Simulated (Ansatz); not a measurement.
The first iterations of a band of CH3 + FH3Si (9 atoms, charge 0, multiplicity 2).

Theory: Ansatz, UHF/def2-SVP.

```yaml
movable_images: 7
climbing_image: yes
spring: 5.0 eV/Å²
optimiser: quadratic models (default)
start_path: straight line
force_threshold: 0.05 eV/Å
iteration_limit: 60
end_points: relaxed
```

Image 0:

```xyz
9
Properties=species:S:1:pos:R:3
Si 0.137 -0.003 -0.631
F 0.535 -0.012 0.933
H 1.382 0.000 -1.420
H -0.653 1.212 -0.898
H -0.655 -1.213 -0.911
C -0.189 0.004 4.573
H -0.272 -0.914 5.138
H 0.082 -0.024 3.527
H -0.366 0.951 5.063
```

Image 8:

```xyz
9
Properties=species:S:1:pos:R:3
Si 0.526 0.022 -0.514
F -0.823 -0.050 2.523
H 1.193 0.055 -1.838
H -0.307 1.231 -0.323
H -0.266 -1.219 -0.362
C -0.203 -0.017 3.732
H -0.533 -0.866 4.327
H 0.875 -0.067 3.585
H -0.461 0.910 4.242
```

| iteration | highest image above the first end (eV) | largest band force component (eV/Å) |
| --- | --- | --- |
| 1 | 5.673 | 8.590 |
| 2 | 4.724 | 3.993 |
| 3 | 4.325 | 10.216 |
| 4 | 3.842 | 2.030 |
| 5 | 4.169 | 3.444 |
| 6 | 3.976 | 2.675 |
| 7 | 3.710 | 3.497 |
| 8 | 3.579 | 3.316 |
| 9 | 3.374 | 4.312 |
| 10 | 2.289 | 1.505 |
| 11 | 2.144 | 1.962 |
| 12 | 2.068 | 0.578 |
| 13 | 1.995 | 0.331 |
| 14 | 2.077 | 1.803 |

Does the band converge within its limit, and where does its top end?

The forces met the threshold. It ended after 42 iterations with the highest image 3.609 eV above the first end. Neighbouring images differ by up to 3.5 eV, so the band resolves the path poorly. The order of the stationary point at the top wasn't checked. Another band between the same ends, with other settings, climbed to 1.684 eV only, so this may not be the lowest route.

Run time: 2.7 min on 2 threads of AMD EPYC 7R43 64-Core Processor (Zen 3), with other jobs on the host, peak memory 0.22 GiB.
